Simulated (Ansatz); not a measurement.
# FH7Si2: the cost of one run

Method: RKS B3LYP-D4/6-31G*, in Ansatz 0.2.0.

## Step 1: The structure to begin with

Bond lengths: Si1–H3 1.460 Å, Si1–H4 1.459 Å, Si1–F5 1.589 Å, Si1–Si6 2.520 Å, Si6–H7 1.460 Å, Si6–H8 1.460 Å, Si6–H9 1.460 Å. Angles: H3–Si1–H4 109.5°, H3–Si1–F5 109.5°, H3–Si1–Si6 178.9°, H4–Si1–F5 109.5°, H4–Si1–Si6 70.0°, F5–Si1–Si6 70.0°, Si1–Si6–H7 109.5°, Si1–Si6–H8 109.5°, Si1–Si6–H9 109.5°, H7–Si6–H8 109.4°, H7–Si6–H9 109.4°, H8–Si6–H9 109.4°.

Coordinates:

```xyz
10

Si    0.0000    0.0000    0.0000
H     0.0000    0.0000    1.8100
H     1.3768    0.0000   -0.4862
H    -0.6877    1.1914   -0.4862
F    -0.7489   -1.2974   -0.5295
Si   -2.3914    0.0000    0.7946
H    -3.1794   -0.9102   -0.0313
H    -2.4426   -0.4389    2.1861
H    -2.9397    1.3491    0.6900
H    -0.9452    0.0000    1.8966
```

## Step 2: Pulling towards end A

Springs on the bonds that form and break draw the guess towards this end; the thresholds are loose.

The input, input.yaml:

```yaml
crystal:
  periodic: [false, false, false]
  atoms:
    - { symbol: Si, position_ang: [0.0, 0.0, 0.0] }
    - { symbol: H, position_ang: [0.0, 0.0, 1.81] }
    - { symbol: H, position_ang: [1.3768, 0.0, -0.4862] }
    - { symbol: H, position_ang: [-0.6877, 1.1914, -0.4862] }
    - { symbol: F, position_ang: [-0.7489, -1.2974, -0.5295] }
    - { symbol: Si, position_ang: [-2.3914, 0.0, 0.7946] }
    - { symbol: H, position_ang: [-3.1794, -0.9102, -0.0313] }
    - { symbol: H, position_ang: [-2.4426, -0.4389, 2.1861] }
    - { symbol: H, position_ang: [-2.9397, 1.3491, 0.69] }
    - { symbol: H, position_ang: [-0.9452, 0.0, 1.8966] }
basis:
  gaussian: { orbitals: "6-31G*" }
hamiltonian:
  xc: b3lyp
  dispersion: d4
relax:
  f_tol: 0.15
  max_steps: 25
  restrain:
    - { distance: [0, 5], at: 3.42, k: 30.0 }
    - { distance: [9, 1], at: 1.86, k: 30.0 }
    - { distance: [0, 1], at: 1.46, k: 30.0 }
    - { distance: [9, 5], at: 1.46, k: 30.0 }
output:
  orbitals: {}
```

Command:

```
$ ansatz run input.yaml --threads 1 --pin off --max-ram 2048MiB --backend cpu --events-out ev --progress --plain --runs-dir out
```

**Question.** How long does this run take on 1 thread of Arm Neoverse V1, shared host, and how much memory does it need?

About 26 s, with a peak of 0.13 GiB.
